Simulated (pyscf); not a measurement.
Optimised with ωB97X-D3(BJ)/def2-SVP in PySCF.

For ammonia (NH₃) + :HSi–Cl [singlet] + ammonia (NH₃) → H₂N–SiH₂–Cl + ammonia (NH₃), a multi-bond step (singlet surface; H–N, H–N broken, N–Si, H–Si, H–N formed), PBE/def2-TZVP gives ΔE‡ = -22.1 kcal/mol and ΔE = -58.2 kcal/mol (zero: the separated reactants). In which direction and how far do r²SCAN/def2-TZVP, B3LYP-D3(BJ)/def2-TZVP, ωB97M-D3(BJ)/def2-TZVP move these?

r²SCAN: ΔE‡ = -24.9 kcal/mol, ΔE = -65.5 kcal/mol; B3LYP-D3(BJ): ΔE‡ = -18.9 kcal/mol, ΔE = -60.4 kcal/mol; ωB97M-D3(BJ): ΔE‡ = -16.6 kcal/mol, ΔE = -60.3 kcal/mol. PBE's barrier lies among them. Its reaction energy lies over all of them, by 2.2 to 7.3 kcal/mol. On the reactant side the descent ends in an adduct with a N–Si contact, 42.1 kcal/mol under the separated species and 21.1 kcal/mol under the saddle at ωB97X-D3(BJ)/def2-TZVP. On the product side the descent ends in a complex (not fully relaxed), 6.2 kcal/mol under the separated species and 50.7 kcal/mol under the saddle at ωB97X-D3(BJ)/def2-TZVP. At PBE, r²SCAN, B3LYP-D3(BJ), ωB97M-D3(BJ) the saddle lies under the separated reactants, which points to a path from their complex (located at ωB97X-D3(BJ) alone). What is counted as formed (N–Si) is already present as a longer contact in the reactant adduct; forming that adduct is a step of its own. At ωB97X-D3(BJ)/def2-TZVP the barrier from the zero used here is -21.0 kcal/mol. This is the saddle that the search found; another between the same sides may lie lower.
